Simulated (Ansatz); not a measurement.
# HF (singlet): from Hartree-Fock to the top rungs, aug-cc-pVDZ

The task here is to estimate one member of a computed series from the others.

Program: Ansatz 0.2.0, Gaussian basis. Level of theory: aug-cc-pVDZ, core rule «outside noble gas», up to 1 orbitals frozen. These are calculated values, not measurements.

To be run: UHF; CCSD(T) on RHF; BCCD(T) on RHF; CISD; CCSDT(Q) on RHF; CISDTQ; CCSDTQ on RHF; CASSCF and MRCISD+Q, 8 electrons in 5 orbitals; CASSCF and NEVPT2, 8 electrons in 5 orbitals.

2 further runs of the same task are left out: 2 set aside as unsound or not needed.

**The geometry**

The geometry is a PBE0/def2-TZVPD stationary point (not a proven minimum) of the parent state, kept for this charge and spin.

2 atoms, charge 0, spin multiplicity 1.

Atoms are counted from 1 here; the program's logs count them from 0.

Bond lengths: F1–H2 0.999 Å.

As a file:

```
F     0.0000    0.0000    0.0000
H     0.0000    0.0000    0.9990
```

The first run:

in.yaml

```yaml
crystal:
  periodic: [false, false, false]
  atoms:
    - {symbol: F, position_ang: [0.000000, 0.000000, 0.000000]}
    - {symbol: H, position_ang: [0.000000, 0.000000, 0.999000]}
basis:
  gaussian: {orbitals: aug-cc-pVDZ}
magnetization: {spin_polarized: true, initial_magnetization: 0}
hamiltonian: {xc: hf}
output: {orbitals: {seedname: orbitals}}
```

Started as:

```
ansatz run in.yaml --threads 1 --pin off --events-out ev --progress --plain --max-ram 4096MiB --backend cpu
```

Among the steps run: UHF; CCSD(T) on RHF; BCCD(T) on RHF; CISD; CCSDT(Q) on RHF; CISDTQ; CCSDTQ on RHF; CASSCF and MRCISD+Q, 8 electrons in 5 orbitals; CASSCF and NEVPT2, 8 electrons in 5 orbitals.

One table of the session follows, with a row left open; its other results are not shown here.

```
          method  from RCCSDTQ (meV)
             RHF             +6404.5
            RMP2              +227.9
            CISD              +365.2
           RCCSD              +139.0
        RCCSD(T)               +16.6
         BCCD(T)               +14.3
          RCCSDT               +10.4
          CISDTQ               +11.5
       RCCSDT(Q)                -1.1
         RCCSDTQ                   0
  CASSCF valence             +5640.4
  NEVPT2 valence              +718.3
  MRCISD valence                   ?
MRCISD+Q valence               +49.9
```

Estimate the missing values for MRCISD valence.

The run gave: from RCCSDTQ (meV): +280.8. In the column «from RCCSDTQ (meV)» it lies between RMP2 (+227.9) and CISD (+365.2).
